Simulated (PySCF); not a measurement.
H3Si, SMILES [SiH3] (connectivity only; charge and spin as stated), charge +1, multiplicity 1. Geometry optimised at PBE-D3(BJ)/def2-TZVPD. The multiplicity is an assumed one; other spin states were not compared. The isomer is the one that the SMILES or the coordinates give; other isomers of the formula were not compared.

Level of theory: PBE-D3(BJ)/def2-TZVPD run with PySCF.

Harmonic wavenumbers (cm⁻¹): 807, 904, 904, 2194, 2278, 2278. Rotational constants (GHz): 152.0, 152.0, 75.99; symmetry number 6.

### Question
Work out the zero-point energy and the ideal-gas rigid-rotor harmonic-oscillator thermochemistry at 298.15 K and 1 atm.

### Answer
ZPE = ½ Σ hcν = ½ × 9363 cm⁻¹ = 56.01 kJ/mol. H − E(el) = 66.40 kJ/mol. Entropy in J/(mol K): translation 151.62, rotation 51.49, vibration 2.00, total 205.11. G − E(el) = 5.25 kJ/mol. Cp = 40.14 J/(mol K).
